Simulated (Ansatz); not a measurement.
A relaxed structure of Au. Space group Fm-3m (No. 225), fcc (Cu type). These are PBE (plane waves to 420 eV, PAW, scalar-relativistic; Ansatz, a first-principles code) values and carry that method's errors.

```cif
data_Au
_chemical_formula_sum 'Au1'
_space_group_name_H-M_alt 'P 1'
_space_group_IT_number 1
_cell_length_a 2.94059
_cell_length_b 2.94059
_cell_length_c 2.94059
_cell_angle_alpha 120.015
_cell_angle_beta 120.015
_cell_angle_gamma 89.973
loop_
_space_group_symop_operation_xyz
  'x, y, z'
loop_
_atom_site_label
_atom_site_type_symbol
_atom_site_fract_x
_atom_site_fract_y
_atom_site_fract_z
_atom_site_occupancy
Au1 Au 0.50000 0.50000 0.00000 1
```

- Volume per atom: 17.98 Å³
- Band gap: zero (metallic)
- Shortest distances: Au–Au 2.94 Å
- k-mesh: 22×22×22

No spin polarisation in the result.

Measured for Au: a 4.062 Å (static lattice; corrected from measurement; as listed in Daniel Mejia-Rodriguez, S. B. Trickey, Phys. Rev. B (2018)). Computed minus measured — a: PBE +2.4 %. The computed values are for a static lattice.

The run could not lose the symmetry of its start.
